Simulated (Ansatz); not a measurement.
Mulliken charges of H3O4P (`O=P(O)(O)O`) from r2SCAN/def2-TZVPP in Ansatz (PBE0-D4/def2-TZVP geometry).

| atom | x (Å) | y (Å) | z (Å) | charge (e) |
| --- | --- | --- | --- | --- |
| O1 | -1.271 | 0.446 | 0.873 | -0.548 |
| P2 | -0.115 | 0.040 | 0.079 | 0.898 |
| O3 | 1.241 | -0.152 | 0.874 | -0.349 |
| O4 | 0.314 | 1.030 | -1.080 | -0.349 |
| O5 | -0.249 | -1.338 | -0.689 | -0.349 |
| H6 | 1.313 | 0.470 | 1.606 | 0.233 |
| H7 | -0.449 | 1.471 | -1.468 | 0.233 |
| H8 | -0.784 | -1.968 | -0.194 | 0.233 |

By hand: the dipole of these point charges (1 e Å = 4.8032 D).

Σ q r = (0.156, -0.054, -0.108) e Å, of length 0.197 e Å = 0.95 D.

How does the dipole of the full density compare? (An estimate is asked.)

Ansatz gave: (0.073, -0.025, -0.050) e Å, 0.44 D; the point charges give 2.16 times that, at 0° from its direction.

Point charges leave out the atoms' own dipoles, such as those of lone pairs, and Mulliken's split depends on the basis, so the two needn't agree.
